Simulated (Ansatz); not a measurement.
## Worked example: correlation energy of HGa–AsH2⁺, triplet

Geometry: that of the HGa–AsH2, doublet, kept fixed.

```xyz
5

Ga   -0.0199    0.0531    1.2765
As    0.0437   -0.0377   -1.1818
H     0.0593   -1.3466    2.0575
H    -1.2671   -0.8186   -1.1611
H    -0.6656    1.2964   -1.3511
```

Basis cc-pVDZ; Ansatz 0.2.0. Correlated methods freeze the noble-gas cores and the filled d shells of p-block atoms, which leaves 10 electrons in 41 orbitals. Prefix R: restricted or restricted open-shell reference; prefix U: unrestricted. No spin–orbit coupling is included, and no scalar relativity.

Full CI isn't at hand for all of this; UCCSDT(Q) serves as the reference, and is uncertain by about the last step of the cluster series.

Runs differ by some tens of microhartree through their thresholds and, for an open shell, their frozen cores, so steps under 0.03 kcal/mol mean nothing.

| level | total energy (hartree) |
| --- | --- |
| UHF | -4158.800843 |
| UMP2 | -4158.935743 |
| UCCSD | -4158.972293 |
| UCCSD(T) | -4158.976893 |
| UCCSDT | -4158.978063 |
| UCCSDT(Q) | -4158.978265 |

Problem. What is the correlation energy at UCCSDT(Q), and what share of it do UMP2 and UCCSDT recover?

Solution. E(corr) = -4158.978265 − (-4158.800843) = -0.177422 hartree = -4.828 eV. UMP2: -0.134900 / -0.177422 = 76.03 %. UCCSDT: -0.177220 / -0.177422 = 99.89 %.

Problem. By how many kcal/mol does UCCSD(T) miss UCCSDT(Q) (1 hartree = 627.509 kcal/mol), and which steps make up the rest?

Solution. -4158.976893 − (-4158.978265) = 0.001372 hartree = 0.86 kcal/mol. Steps: UCCSDT − UCCSD(T) = -0.73, UCCSDT(Q) − UCCSDT = -0.13 kcal/mol. Differences between like states or geometries often cancel part of this.
